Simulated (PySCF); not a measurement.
# SiCl₂ + NH₃ → HSiN + 2 HCl

Level: PBE0 in the def2-TZVP basis family, all electrons, no relativity, computed in PySCF with density fitting; open shells unrestricted.

```csv
species,state and structure,E (Eh),ZPE (kJ/mol),H(298 K) − H(0) (kJ/mol),S° (J/(mol K))
SiCl₂,"singlet, C2v, Si–Cl 2.078 Å (×2); Cl–Si–Cl 101.4°",-1209.57210,7.4,12.5,281.6
NH₃,"singlet, C3v, N–H 1.013 Å (×3); H–N–H 107.1° (×3)",-56.51312,90.6,10.0,192.4
HSiN,"singlet, C∞v, Si–H 1.487 Å, Si–N 1.557 Å; H–Si–N 180.0°",-344.54742,24.0,11.1,225.3
HCl,"singlet, C∞v, H–Cl 1.279 Å",-460.66440,17.9,8.7,186.6
```

Task: What is the electronic reaction energy?

Result: At PBE0/def2-TZVP, ΔE = 548.7 kJ/mol from the differences of the total energies times 2625.5, uphill. 

Task: Add zero-point, thermal and entropy terms for 298.15 K and 1 bar.

Result: ΔZPE = -38.2 and Δ[H(298) − H(0)] = 6.0 kJ/mol give ΔH° = 516.5 kJ/mol. ΔS° = 124.5 J/(mol K), so ΔG° = 516.5 − 298.15 × (0.1245) = 479 kJ/mol.

Only the bonding shown was studied: isomers, or loss of a ligand pair, can lie lower.
